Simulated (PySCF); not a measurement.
**AlCl: frontier orbitals**

RHF at R = 2.153 Å; Al def2-TZVPP, Cl def2-TZVPP; no relativity (PySCF 2.14). State: ¹Σ⁺ (singlet), closed shell. Only the outer orbitals are listed, counted within each symmetry.

```json
{"orbital": "7σ", "occ.": "2", "ε (eV)": "-28.96", "on Al (%)": "6", "main shells (%)": "93 Cl s"}
{"orbital": "8σ", "occ.": "2", "ε (eV)": "-14.76", "on Al (%)": "26", "main shells (%)": "71 Cl p, 21 Al s"}
{"orbital": "3π", "occ.": "2", "ε (eV)": "-12.45", "on Al (%)": "6", "main shells (%)": "94 Cl p"}
{"orbital": "3π", "occ.": "2", "ε (eV)": "-12.45", "on Al (%)": "6", "main shells (%)": "94 Cl p"}
{"orbital": "9σ", "occ.": "2", "ε (eV)": "-9.02", "on Al (%)": "88", "main shells (%)": "70 Al s, 17 Al p, 12 Cl p"}
{"orbital": "4π", "occ.": "0", "ε (eV)": "0.97", "on Al (%)": "99", "main shells (%)": "98 Al p"}
{"orbital": "4π", "occ.": "0", "ε (eV)": "0.97", "on Al (%)": "99", "main shells (%)": "98 Al p"}
{"orbital": "10σ", "occ.": "0", "ε (eV)": "3.14", "on Al (%)": "108", "main shells (%)": "94 Al p, 10 Al s"}
```

Task: Which are the highest filled and the lowest empty level, where do they sit, and how wide is the gap?

Result: Highest filled 9σ at -9.02 eV (in %: 70 Al s, 17 Al p, 12 Cl p); lowest empty 4π at 0.97 eV (in %: 98 Al p); the gap at RHF is 9.99 eV. An empty level above zero is unbound, and its energy depends on the basis.

| Quantity | Value |
| --- | --- |
| bond order (Mayer) | 1.02 |
| ⟨S²⟩ | 0.000 |
| charge on Al (Mulliken, basis-dependent) | 0.36 |
| charge on Al (Löwdin, basis-dependent) | -0.16 |
| dipole moment (positive dipole means Al(−)Cl(+)) | -1.60 D |
| polarisability along the bond | 55.3 bohr³ |
| polarisability across the bond | 46.7 bohr³ |

Shares are Mulliken populations and can fall outside 0 to 100 %.
